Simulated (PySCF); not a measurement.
Scalar relativity in S (sulfur, neutral)

[Ne] 3s2 3p4, high-spin 3P determinant; UHF calculated with PySCF 2.14 in dyall-acv3z, once non-relativistic with a point nucleus and once with spin-free X2C-1e and a Gaussian nucleus.

| shell | ε non-rel. (eV) | rms r non-rel. (bohr, spins averaged) |
| --- | --- | --- |
| 1s α | -2503.8 | 0.1126 |
| 1s β | -2503.3 | 0.1126 |
| 2s α | -245.25 | 0.5182 |
| 2s β | -244.74 | 0.5182 |
| 2p α | -182.30 | 0.4917 |
| 2p β | -181.35 | 0.4917 |
| 3s α | -26.937 | 1.859 |
| 3s β | -21.060 | 1.859 |
| 3p α | -12.605 | 2.250 |
| 3p β | -10.328 | 2.250 |

(1) How does scalar relativity move these shells?

The total energy goes from -397.5130 to -398.5977 hartree.

Ionisation energy, S [Ne] 3s2 3p4 (3P) → S⁺ [Ne] 3s2 3p3 (4S) (eV):

```json
{"method": "UHF", "non-relativistic": "9.237", "spin-free X2C": "9.221", "shift": "-0.016"}
{"method": "LDA", "non-relativistic": "10.568", "spin-free X2C": "10.553", "shift": "-0.014"}
{"method": "PBE", "non-relativistic": "10.431", "spin-free X2C": "10.415", "shift": "-0.016"}
{"method": "PBE0", "non-relativistic": "10.405", "spin-free X2C": "10.389", "shift": "-0.016"}
{"method": "r2SCAN", "non-relativistic": "10.366", "spin-free X2C": "10.352", "shift": "-0.014"}
{"method": "MP2 (valence)", "non-relativistic": "10.012", "spin-free X2C": "9.998", "shift": "-0.014"}
{"method": "SCS-MP2 (valence)", "non-relativistic": "10.095", "spin-free X2C": "10.082", "shift": "-0.013"}
{"method": "MP2 (valence and next inner shell)", "non-relativistic": "10.023", "spin-free X2C": "10.009", "shift": "-0.014"}
{"method": "SCS-MP2 (valence and next inner shell)", "non-relativistic": "10.102", "spin-free X2C": "10.088", "shift": "-0.014"}
{"method": "CCSD (valence)", "non-relativistic": "10.119", "spin-free X2C": "10.105", "shift": "-0.014"}
{"method": "CCSD(T) (valence)", "non-relativistic": "10.160", "spin-free X2C": "10.146", "shift": "-0.014"}
```

Relativity contracts and stabilises s shells directly. The contracted s shells screen the nucleus better, so for spin-averaged p shells the direct and indirect effects partly cancel.

## Answers

(1) 1s α: ε -2511.7 eV, radius -0.52 %; 1s β: ε -2511.2 eV, radius -0.52 %; 2s α: ε -246.61 eV, radius -0.41 %; 2s β: ε -246.10 eV, radius -0.41 %; 2p α: ε -182.29 eV, radius -0.12 %; 2p β: ε -181.34 eV, radius -0.12 %; 3s α: ε -27.058 eV, radius -0.31 %; 3s β: ε -21.184 eV, radius -0.31 %; 3p α: ε -12.589 eV, radius 0.00 %; 3p β: ε -10.311 eV, radius 0.00 %.
